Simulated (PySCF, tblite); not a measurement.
**C5H12N radical: geometry, infrared bands and EPR parameters**

Aim: predict the infrared bands and EPR parameters of C5H12N radical (`C[C](N)C(C)C`).

The runs use tblite 0.8.0 and PySCF 2.14.0, with density-fitted response routines of our own; the level of theory stands in each step. All values are computed, except where a source is named. Atoms are numbered from 0 throughout.

### 1 Starting geometry

18 atoms, charge 0, multiplicity 2; geometry from: force field or distance geometry start.

Bonds of the start (Å): C0–C1 1.49, C1–N2 1.39, C1–C3 1.49, C3–C4 1.52, C3–C5 1.55, C0–H6 1.10, C0–H7 1.12, C0–H8 1.12, N2–H9 1.03, N2–H10 1.02, C3–H11 1.10, C4–H12 1.11, C4–H13 1.10, C4–H14 1.11, C5–H15 1.11, C5–H16 1.08, C5–H17 1.13.

### 2 Relaxing the molecule with GFN2-xTB

Job settings and geometry (Å):

```
{"job": {"kind": "relax", "xc": "GFN2-xTB", "basis": "xTB"}, "charge": 0, "multiplicity": 2}
C      1.660300    -1.033000    -0.244600
C      0.788700     0.126400     0.092400
N      1.353100     1.376900     0.326000
C     -0.595300     0.031500    -0.439700
C     -1.415400     1.244300    -0.025600
C     -1.216000    -1.180200     0.292300
H      2.402800    -0.861700    -1.043200
H      0.989000    -1.834400    -0.648100
H      2.092100    -1.503400     0.673600
H      1.758800     1.570300     1.254600
H      1.615500     1.978500    -0.452900
H     -0.610900    -0.129500    -1.524000
H     -1.715500     1.845400    -0.908000
H     -2.318600     0.851900     0.455500
H     -0.786200     1.880900     0.624900
H     -2.115900    -0.799400     0.819000
H     -1.391000    -2.027100    -0.357400
H     -0.504400    -1.531000     1.093500
```

Launch:

```
> OMP_NUM_THREADS=1 python probes_run.py task.json out
```

This one command runs all jobs of the session in turn.

**Question.** This job is followed by: GFN2-xTB harmonic vibrations, gas phase; UKS B3LYP, pcH-1 on C H N, non-relativistic, mean-field spin-orbit, GIAO. What will the session give for the following? strongest single infrared mode (GFN2-xTB); zero-point energy (GFN2-xTB); g(iso) (B3LYP); ⟨S²⟩; largest a(iso) (averaged by class); surface potential, 1st and 99th percentile.

**Answer**, as computed:

```
                                 quantity                 value
strongest single infrared mode (GFN2-xTB)  789 cm⁻¹, 164 km/mol
             zero-point energy (GFN2-xTB)        100.9 kcal/mol
                           g(iso) (B3LYP)               2.00270
                                     ⟨S²⟩    0.753 (exact 0.75)
       largest a(iso) (averaged by class)  13C on C1, 128.9 MHz
    surface potential, 1st and 99th percentile    -1.24 V and 1.51 V
```

In words: The optimisation took 146 steps and gained 1.208 eV; among the close pairs (by a distance rule), C5–H17 changed most, from 1.128 to 1.087 Å. All 48 modes are real, so the xTB geometry is a minimum. The strongest single mode, at 789 cm⁻¹, is carried by H10, H9, N2. GFN2-xTB is a fitted tight-binding method: band positions and strengths are rough. Its intensities can rank the bands wrongly. C1 carries the largest spin population, 0.83 e. The isotropic g lies 0.4 ppt above the free-electron value.
